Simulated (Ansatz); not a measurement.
A run of Ansatz (development build ahead of 0.2.0) on singlet C3 at this shape:

```xyz
3

C     0.0100    0.0000   -1.3000
C     0.0000    0.0000    0.0000
C     0.0100    0.0000    1.3000
```

Its results:

| Quantity | Value |
| --- | --- |
| Converged | yes |
| Total energy | -113.36762 hartree |
| Spin squared of the determinant | 0.000 |

**Question.** Which input gives this output? Name the method, the orbitals and the basis set, and write the input.

**Answer.** RHF in aug-cc-pVDZ. An unrestricted run that stays on the closed shell gives the same numbers.

```yaml
crystal:
  periodic: [false, false, false]
  atoms:
    - { symbol: C, position_ang: [0.01, 0.0, -1.3] }
    - { symbol: C, position_ang: [0.0, 0.0, 0.0] }
    - { symbol: C, position_ang: [0.01, 0.0, 1.3] }
basis:
  gaussian: { orbitals: aug-cc-pVDZ }
hamiltonian:
  xc: hf
```
